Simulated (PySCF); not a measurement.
Saddle point of Si₂H₆O, closed shell (Si₂H₆O ([OH][SiH2][SiH3]) → Si₂H₄O ([O][SiH][SiH3]) + H₂; bonds formed: H2–H4; bonds broken: Si1–H2, O3–H4), PBE0-D4/def2-TZVP structure:

Si1  (-0.852, -0.383, -0.243)
H2  (-0.338, -1.788, 0.704)
O3  (-0.954, -1.332, -1.486)
H4  (-0.522, -1.986, -0.199)
H5  (-2.046, -0.017, 0.575)
Si6  (0.912, 1.130, 0.107)
H7  (0.601, 2.381, -0.638)
H8  (1.008, 1.440, 1.559)
H9  (2.190, 0.556, -0.381)
(Å)

Energies are electronic, without zero-point energy. Barriers and step energies count from the start structure reached by relaxing down the imaginary mode; all methods use the PBE0-D4 structures, on which another method's saddle can fall below an end. PySCF 2.14 with density fitting (its default auxiliary sets; JK sets also for MP2 and CCSD(T)); basis: def2-TZVPP, with def2-QZVPP for the basis limit; cores frozen in the correlated methods. B3LYP uses VWN-RPA correlation. Extrapolation: Hartree–Fock as exp(−7.88 √X), correlation as X^−2.97.

```
   method  barrier (kcal/mol)  step energy (kcal/mol)
    SPW92               58.56                   48.52
   PBE-D4               59.93                   41.90
r2SCAN-D4                   ?                   45.59
  PBE0-D4               66.48                   48.63
 B3LYP-D4                   ?                   44.07
 BHLYP-D4               73.81                   50.97
  wB97M-V               68.64                   47.02
       HF                   ?                   55.65
      MP2               67.32                   44.82
     CCSD               72.35                   48.93
  CCSD(T)               69.47                   46.40
```

Fill in the withheld barriers. (Judge from chemistry; the value comes from the calculation.)

The calculation gives: r2SCAN-D4 63.90; HF 83.77; B3LYP-D4 66.71 kcal/mol. Each is the energy of the saddle less that of the start structure, by the same method.

For comparison, the barrier by CCSD(T) at an estimated basis limit (MP2 extrapolated from triple and quadruple zeta, plus CCSD(T) − MP2 in triple zeta) is 68.39 kcal/mol.

T1 diagnostic: at most 0.022.

Labels in which every atom is bracketed show which atoms are joined, not bond orders.

For scale, one of the runs: CCSD(T)/def2-TZVPP, 199 basis functions, launched by `OMP_NUM_THREADS=4 python run.py`. The run took 2.1 min on 4 CPU threads of an Intel Xeon 6975P-C (shared host), with 2.1 GiB of host memory at its peak.
